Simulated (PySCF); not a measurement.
Compound: ClH5Si2.
Bonds: Si1–Si2, Si2–Cl3. Hydrogens: H4, H5, H6 on Si1; H7, H8 on Si2.

The same species was optimised twice, with GFN2-xTB and with PBE0-D3(BJ)/def2-SVP (PySCF), and the same property calculations (PySCF, gas phase) were run on both structures.

```csv
coordinate,GFN2-xTB,PBE0-D3(BJ)/def2-SVP,change
Si1–Si2 (Å),2.313,2.356,+0.043
```

Rotational constants: A = 11510, B = 2265, C = 1975 MHz (GFN2-xTB) against A = 10724, B = 2222, C = 1924 MHz (PBE0-D3(BJ)/def2-SVP). Point groups within 0.08 Å: Cs and Cs. Atoms that the bonding makes alike are paired by their places after alignment. End groups have turned between the structures, so Cl3, H4, H5, H6, H7, H8 are left out of the comparison.

On the GFN2-xTB structure: lowest singlet, TDDFT (eV) 6.64 [CAM-B3LYP/def2-SVPD]; lowest triplet, Tamm–Dancoff (eV) 5.98 [CAM-B3LYP/def2-SVPD]; isotropic polarisability (au) 70.2 [CAM-B3LYP/def2-SVPD]; HOMO (eV) -9.71 [CAM-B3LYP/def2-SVPD]; LUMO (eV) 0.41 [CAM-B3LYP/def2-SVPD]; dipole (D) 1.44 [CAM-B3LYP/def2-SVPD]; HOMO (eV) -8.47 [PBE0/pcSseg-1]; LUMO (eV) -0.58 [PBE0/pcSseg-1]; dipole (D) 1.60 [PBE0/pcSseg-1]; GIAO shielding of Si1 (ppm) 463.2 [PBE0/pcSseg-1]; GIAO shielding of Si2 (ppm) 380.7 [PBE0/pcSseg-1]; GIAO shielding of Cl3 (ppm) 1061.8 [PBE0/pcSseg-1].

Question: What do these properties become on the PBE0-D3(BJ)/def2-SVP structure?

Answer: 
| property | level | on GFN2-xTB | on PBE0-D3(BJ)/def2-SVP | change |
| --- | --- | --- | --- | --- |
| lowest singlet, TDDFT (eV) | CAM-B3LYP/def2-SVPD | 6.64 | 6.19 | -0.45 |
| lowest triplet, Tamm–Dancoff (eV) | CAM-B3LYP/def2-SVPD | 5.98 | 5.58 | -0.40 |
| isotropic polarisability (au) | CAM-B3LYP/def2-SVPD | 70.2 | 72.6 | +2.4 |
| HOMO (eV) | CAM-B3LYP/def2-SVPD | -9.71 | -9.55 | +0.16 |
| LUMO (eV) | CAM-B3LYP/def2-SVPD | 0.41 | 0.15 | -0.26 |
| dipole (D) | CAM-B3LYP/def2-SVPD | 1.44 | 1.57 | +0.13 |
| energy, GFN2-xTB geometry as zero (kcal/mol) | CAM-B3LYP/def2-SVPD | 0.0 | -1.2 | -1.2 |
| HOMO (eV) | PBE0/pcSseg-1 | -8.47 | -8.32 | +0.15 |
| LUMO (eV) | PBE0/pcSseg-1 | -0.58 | -0.85 | -0.27 |
| dipole (D) | PBE0/pcSseg-1 | 1.60 | 1.75 | +0.15 |
| energy, GFN2-xTB geometry as zero (kcal/mol) | PBE0/pcSseg-1 | 0.0 | -1.0 | -1.0 |
| GIAO shielding of Si1 (ppm) | PBE0/pcSseg-1 | 463.2 | 449.3 | -13.9 |
| GIAO shielding of Si2 (ppm) | PBE0/pcSseg-1 | 380.7 | 372.8 | -7.9 |
| GIAO shielding of Cl3 (ppm) | PBE0/pcSseg-1 | 1061.8 | 1032.3 | -29.5 |

The heavy atoms differ by 0.029 Å rms after alignment. Among the bonds compared Si1–Si2 changes most (+0.043 Å). Changes are differences of the printed values. Neither structure is proved a minimum here.
